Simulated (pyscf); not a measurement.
H₃C–SiH₂⁺ + H₂ → SiH₃⁺ + CH₄, a four-centre exchange (singlet surface; C–Si, H–H broken, H–Si, C–H formed). Optimised with ωB97X-D3(BJ)/def2-SVP in PySCF. Energies in eV from the separated reactants.

Small-basis levels: PySCF, no dispersion term, spherical d functions. AM1 to PM7: differences of heats of formation from MOPAC, which are fitted to 298 K values and so differ in kind from electronic energies by zero-point and thermal terms. 

```json
[
 {"level": "SVWN5/6-31G*", "barrier": "0.07", "reaction energy": "+0.53"},
 {"level": "BP86/6-31G*", "barrier": "0.65", "reaction energy": "+0.43"},
 {"level": "B3LYP/STO-3G", "barrier": "1.60", "reaction energy": "+0.36"},
 {"level": "B3LYP/6-31G*", "barrier": "0.93", "reaction energy": "+0.31"},
 {"level": "B3LYP/6-311+G**", "barrier": "?", "reaction energy": "+0.30"},
 {"level": "PM6", "barrier": "?", "reaction energy": "+1.71"},
 {"level": "PM7", "barrier": "2.27", "reaction energy": "+1.74"},
 {"level": "ωB97M-D3(BJ)/def2-TZVP", "barrier": "?", "reaction energy": "+0.42"}
]
```

**Question.** Complete the blanks.

**Answer.** 
- B3LYP/6-311+G**, barrier: 0.77
- PM6, barrier: 1.50
- ωB97M-D3(BJ)/def2-TZVP, barrier: 0.70

Against the last row the barrier runs from -0.63 (SVWN5/6-31G*) to +1.57 eV (PM7). At SVWN5/6-31G*, PM6 this geometry lies under one side, so the entry may be no barrier of that level: it is a single point on another level's saddle. ωB97M-D3(BJ)/def2-TZVP has limits of its own. On the reactant side the descent ends in a bound adduct, 0.50 eV under the separated species and 1.19 eV under the saddle at ωB97X-D3(BJ)/def2-TZVP. On the product side the descent ends in an adduct with a C–Si contact, 1.03 eV under the separated species and 1.26 eV under the saddle at ωB97X-D3(BJ)/def2-TZVP. What is counted as broken (C–Si) persists as a longer contact in the product adduct; parting that adduct is a step of its own. At the saddle there is also a short H–Si contact that neither side keeps. This is the saddle that the search found; another between the same sides may lie lower.
